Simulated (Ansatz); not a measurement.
This Ansatz (a program for electronic structure) input (PBE/def2-TZVPP) gives -959.31896 Eh with 143 basis functions. A basis named .json is the Basis Set Exchange file of that set (core-valence sets with the plain set on hydrogen).

Ansatz 0.2 input:
```yaml
crystal:
  periodic: [false, false, false]
  atoms:
    - {symbol: C, position_ang: [0.00394345, 0.00524516, 0.76725426]}
    - {symbol: Cl, position_ang: [-0.01752138, 1.48253369, -0.22626440]}
    - {symbol: Cl, position_ang: [0.01529894, -1.48548974, -0.20614288]}
    - {symbol: H, position_ang: [-0.89039947, -0.00050138, 1.37837936]}
    - {symbol: H, position_ang: [0.90452024, 0.01928333, 1.36901878]}
basis:
  gaussian:
    orbitals: def2-TZVPP
    final_grid: {core_spheres: 26, valence_spheres: 22, degree: 59}
hamiltonian:
  xc: {name: PBE}
magnetization: {spin_polarized: false}
```

Change:
```diff
- final_grid: {core_spheres: 26, valence_spheres: 22, degree: 59}
+ fitting: {mean_field: def2-universal-JKFIT.json}
```

What does the run give now?

-959.31902 Eh (PBE/def2-TZVPP, 143 functions), a change of -0.06 mEh.
